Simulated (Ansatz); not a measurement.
Anatase TiO₂ (metastable phase), treated with RPBE in Ansatz (PAW).

Settings: plane-wave cutoff 520 eV, 12×12×12 k mesh, Fermi–Dirac smearing 0.01 eV, no spin polarisation, scalar-relativistic PAW data made under PBE.

The volume scan:

```json
[
 {"V (Å³/atom)": "11.467", "E − E_lowest (meV/atom)": "10.32", "P (GPa)": "7.10"},
 {"V (Å³/atom)": "11.706", "E − E_lowest (meV/atom)": "2.51", "P (GPa)": "3.42"},
 {"V (Å³/atom)": "11.945", "E − E_lowest (meV/atom)": "0.00", "P (GPa)": "-0.01"},
 {"V (Å³/atom)": "12.183", "E − E_lowest (meV/atom)": "2.40", "P (GPa)": "-3.17"},
 {"V (Å³/atom)": "12.422", "E − E_lowest (meV/atom)": "9.34", "P (GPa)": "-6.09"}
]
```

### Question
Estimate the bulk modulus from the pressures at 11.706 and 12.183 Å³/atom, and compare it with a fit to all energies.

### Answer
B = −V dP/dV. Between V = 11.706 and 12.183 Å³/atom, dP/dV = (-3.17 − (3.42))/(12.183 − 11.706) = -13.8 GPa per Å³/atom; at the midpoint 11.944 Å³/atom this gives B ≈ 165 GPa. The third-order Birch–Murnaghan fit gives V0 = 11.944 Å³/atom, B0 = 164 GPa, B′ = 2.8, which lies within 1 % of that estimate.

Shape and atoms are relaxed at each volume.

Computed values are for the static lattice.

Ansatz is a first-principles code.
